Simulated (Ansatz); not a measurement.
# CH3BS: one species, many methods

The task here is to estimate one member of a computed series from the others.

Method: functionals in def2-TZVPP, the program's frozen cores in correlated methods; program: Ansatz 0.2.0, Gaussian basis.

The runs, in order: LDA (SPW92), PBE-D4, revPBE-D4, BLYP-D4, r2SCAN-D4, B97M-V, PBE0-D4, B3LYP-D4, r2SCANh-D4, r2SCAN0-D4, HSE06-D4, BHLYP-D4, CAM-B3LYP-D4, LC-ωPBE, ωB97X-V, ωB97M-V, B2PLYP, PBE-QIDH; CCSD(T)/def2-SVP; CCSD(T)/def2-TZVPP; CCSD(T)/def2-QZVPP; extrapolation to the limit; RPA on PBE.

## The relaxed structure

The geometry comes from an earlier relaxation with PBE0-D4 in a triple-zeta def2 set; it is a stationary point.

SMILES `B1CS1`, 6 atoms, charge 0, spin multiplicity 1.

Atoms are counted from 1 here; the program's logs count them from 0.

Bond lengths: B1–C2 1.531 Å, B1–S3 1.737 Å, B1–H4 1.182 Å, C2–S3 1.862 Å, C2–H5 1.086 Å, C2–H6 1.086 Å. Angles: C2–B1–S3 69.1°, C2–B1–H4 148.6°, S3–B1–H4 142.3°, B1–C2–S3 60.7°, B1–C2–H5 121.2°, B1–C2–H6 121.2°, S3–C2–H5 114.2°, S3–C2–H6 114.2°, H5–C2–H6 113.5°, B1–S3–C2 50.2°.

Geometry (Å):

```xyz
6
CH3BS
B    -0.4799   -0.7235   -0.2408
C     0.2295    0.5952    0.0793
S     0.9931   -1.0101    0.6346
H    -1.3974   -1.2813   -0.7348
H     0.8040    1.1232   -0.6767
H    -0.1071    1.2325    0.8922
```

The first run:

in.yaml reads:

```yaml
crystal:
  periodic: [false, false, false]
  atoms:
    - {symbol: B, position_ang: [-0.479901, -0.723546, -0.240793]}
    - {symbol: C, position_ang: [0.229475, 0.595165, 0.079274]}
    - {symbol: S, position_ang: [0.993062, -1.010134, 0.634562]}
    - {symbol: H, position_ang: [-1.397432, -1.281263, -0.734767]}
    - {symbol: H, position_ang: [0.803997, 1.123231, -0.676683]}
    - {symbol: H, position_ang: [-0.107100, 1.232547, 0.892208]}
basis:
  gaussian: {orbitals: def2-TZVPP}
hamiltonian: {xc: lda}
output: {orbitals: {seedname: orbitals}}
```

On the command line:

```console
> ansatz run in.yaml --threads 2 --pin off --events-out ev --progress --plain --max-ram 4352MiB
```

Steps of the session up to this table: LDA; PBE-D4 (GGA); revPBE-D4 (GGA); BLYP-D4 (GGA); r2SCAN-D4 (meta-GGA); B97M-V (meta-GGA); B3LYP-D4 (hybrid); r2SCANh-D4 (hybrid); r2SCAN0-D4 (hybrid); HSE06-D4 (hybrid); BHLYP-D4 (hybrid); CAM-B3LYP-D4 (range-separated); LC-ωPBE (range-separated); ωB97X-V (range-separated); ωB97M-V (range-separated); B2PLYP (double hybrid); PBE-QIDH (double hybrid).

One table of the session follows, with a row left open; its other results are not shown here.

It belongs to the step «Orbital energies across the functionals». 

| functional | HOMO (eV) | gap (eV) |
| --- | --- | --- |
| LDA (SPW92) | -6.65 | 4.23 |
| PBE-D4 | -6.53 | 4.35 |
| revPBE-D4 | -6.49 | 4.40 |
| BLYP-D4 | -6.35 | 4.34 |
| r2SCAN-D4 | -6.73 | 4.87 |
| B97M-V | -6.79 | 4.94 |
| PBE0-D4 | -7.66 | 6.43 |
| B3LYP-D4 | -7.41 | 5.99 |
| r2SCANh-D4 | -7.16 | 5.63 |
| r2SCAN0-D4 | -7.80 | 6.76 |
| HSE06-D4 | -7.26 | 5.64 |
| BHLYP-D4 | -8.63 | 8.44 |
| CAM-B3LYP-D4 | -8.94 | 8.83 |
| LC-ωPBE | ? | ? |
| ωB97X-V | -9.96 | 10.92 |
| ωB97M-V | -9.81 | 10.57 |

**Question.** Estimate the row for LC-ωPBE.

The run gave: HOMO (eV): -10.33; gap (eV): 11.35. In the column «HOMO (eV)» it is the lowest.
